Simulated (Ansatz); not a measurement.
Results of PBE0 (plane waves, PAW; Ansatz, a quantum-chemistry and plane-wave program) for anatase TiO₂ (metastable phase).

Settings: plane-wave cutoff 500 eV, 8×8×8 k mesh, gaussian smearing 0.02 eV, no spin polarisation, scalar-relativistic PAW data made under PBE.

Cell (relaxed with r²SCAN):

```cif
data_O8Ti4
_chemical_formula_sum 'Ti4 O8'
_space_group_name_H-M_alt 'I41/amd :1'
_space_group_IT_number 141
_space_group_name_Hall 'I 4bw 2bw -1bw'
_cell_length_a 3.77788
_cell_length_b 3.77788
_cell_length_c 9.58343
_cell_angle_alpha 90.000
_cell_angle_beta 90.000
_cell_angle_gamma 90.000
loop_
_atom_site_label
_atom_site_type_symbol
_atom_site_symmetry_multiplicity
_atom_site_Wyckoff_symbol
_atom_site_fract_x
_atom_site_fract_y
_atom_site_fract_z
_atom_site_occupancy
Ti1 Ti 4 a 0.00000 0.00000 0.00000 1
O1 O 8 e 0.00000 0.00000 0.20728 1
```
(The calculation used a cell of 6 atoms; values per cell refer to that cell.)

### Question
Estimate the band gap that the calculation returns.

### Answer

- band gap: 4.42 eV (on the SCF k mesh)

Measured, for comparison: band gap 3.42 eV (low temperature, zero-point motion not removed, gap of extended states, from the Urbach tail; as tabulated in Kang and Hybertsen (2010), arXiv:1006.4085). Computed (rounded) less measured: band gap +1.00 eV.

Note: cell and atoms aren't relaxed at this level (largest force component 0.16 eV/Å, pressure -2.7 GPa).

Static lattice: no zero-point or thermal effects.

Computing time: around 4 core-minutes (rough).
